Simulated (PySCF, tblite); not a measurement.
Species: 1,3-dithiole-2-thione, C₃H₂S₃.
Bonds: S1–C2 (double), C2–S3, S3–C4, C4–C5 (double), C5–S6, C2–S6. Hydrogens: H7 on C4; H8 on C5.

Computed with GFN2-xTB (tblite), gas phase: Langevin dynamics at 400 K from the optimised GFN2-xTB geometry, time step 0.5 fs, friction 0.01 fs⁻¹, 2000 steps. Over the second half of the run the saved frames average 403 K.

Frame at 250 fs, instantaneous temperature 267 K:
```
atom  x, y, z in Å
S1      3.139   -0.186   -0.323
C2      1.535   -0.137   -0.093
S3      0.591   -1.537   -0.230
C4     -0.964   -0.863    0.294
C5     -0.884    0.481    0.559
S6      0.602    1.305    0.340
H7     -1.709   -1.574    0.379
H8     -1.702    1.060    0.888
```

Frame at 425 fs, instantaneous temperature 542 K:
```
atom  x, y, z in Å
S1      3.158   -0.277   -0.592
C2      1.560   -0.407   -0.324
S3      0.580   -1.806   -0.657
C4     -1.028   -1.053   -0.415
C5     -1.036    0.243   -0.009
S6      0.506    0.996    0.337
H7     -1.882   -1.706   -0.617
H8     -1.954    0.818    0.150
```

Frame at 625 fs, instantaneous temperature 457 K:
```
atom  x, y, z in Å
S1      2.925    0.037   -0.664
C2      1.328   -0.234   -0.572
S3      0.504   -1.510   -1.479
C4     -1.073   -1.444   -0.589
C5     -1.078   -0.574    0.402
S6      0.318    0.469    0.618
H7     -1.891   -2.048   -0.967
H8     -2.007   -0.383    0.870
```

Frame at 800 fs, instantaneous temperature 566 K:
```
atom  x, y, z in Å
S1      2.788    0.315   -0.542
C2      1.330   -0.328   -0.237
S3      0.460   -1.175   -1.442
C4     -0.996   -1.456   -0.544
C5     -1.030   -1.041    0.733
S6      0.469   -0.153    1.286
H7     -1.907   -1.681   -1.063
H8     -1.873   -1.120    1.362
```

Frame at 1000 fs, instantaneous temperature 302 K:
```
atom  x, y, z in Å
S1      2.181    0.405   -0.618
C2      0.720   -0.155   -0.168
S3     -0.546   -0.419   -1.349
C4     -1.669   -1.169   -0.299
C5     -1.394   -1.248    1.026
S6      0.280   -0.711    1.467
H7     -2.572   -1.710   -0.539
H8     -1.780   -1.875    1.812
```

Q: What do single points at PBE0/def2-SVPD (PySCF, gas phase, TDDFT, vertical, frozen core in the response) give on these frames?

A: 
| t (fs) | GFN2-xTB E above start (eV) | DFT E above lowest frame (eV) | HOMO (eV) | LUMO (eV) | dipole (D) | S1 (eV) | f(S1) |
| --- | --- | --- | --- | --- | --- | --- | --- |
| 250 | 0.19 | 0.06 | -6.47 | -2.03 | 4.56 | 3.01 | 0.000 |
| 425 | 0.21 | 0.00 | -6.60 | -2.22 | 4.13 | 2.99 | 0.000 |
| 625 | 0.25 | 0.08 | -6.62 | -2.12 | 4.60 | 2.97 | 0.000 |
| 800 | 0.24 | 0.05 | -6.57 | -2.07 | 4.55 | 3.01 | 0.000 |
| 1000 | 0.36 | 0.18 | -6.57 | -2.15 | 4.38 | 2.98 | 0.000 |

The two levels order the frames alike by energy but for pairs within 0.08 eV at one level; measured from each level's lowest frame they differ by 0.06 eV at most. The HOMO–LUMO gap runs from 4.38 to 4.50 eV. These are instantaneous structures, not minima.

What follows is the cost of the whole dynamics run. Hardware: one thread of an Arm Neoverse V2, shared host with 48 logical CPUs at a one-minute load of 8.6. Cost: 8.0 s wall, 0.18 GiB resident at most.
